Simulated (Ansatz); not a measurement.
Basis sets compared for Si(vinyl)H3 (C₂H₆Si). Total charge 0; singlet. Geometry PBE0-D4/def2-TZVP. Ansatz on 2 threads of AMD EPYC 9R45 on a shared host; times are rough, and most runs start from earlier orbitals.

```xyz
9

C     0.184    0.596    0.380
C     1.462    0.232    0.440
Si   -1.121   -0.416   -0.474
H    -0.106    1.532    0.855
H     1.815   -0.690   -0.013
H     2.212    0.835    0.944
H    -0.492   -1.639   -1.040
H    -1.760    0.360   -1.571
H    -2.194   -0.810    0.479
```

Binding counts from free atoms (C triplet, Si triplet, H doublet) in the same basis, without a counterpoise term.

```tsv
level	functions	energy (Eh)	HOMO (eV)	LUMO (eV)	binding per atom (eV)	wall time
PBE-D4/def2-SVP	76	-368.8610	-6.80	-1.31	3.76	0.35 s
PBE0-D4/def2-SVP	76	-368.9070	-7.97	-0.29	3.72	0.4 s
```

**Question.** Estimate the rows for PBE-D4/def2-TZVP (with forces), PBE0-D4/def2-TZVP.

**Answer.** 
```
                         level  functions  energy (Eh)  HOMO (eV)  LUMO (eV)  binding per atom (eV)  wall time
PBE-D4/def2-TZVP (with forces)        135    -369.0521      -6.90      -1.50                   3.75      0.8 s
             PBE0-D4/def2-TZVP        135    -369.0948      -8.01      -0.48                   3.71      0.8 s
```
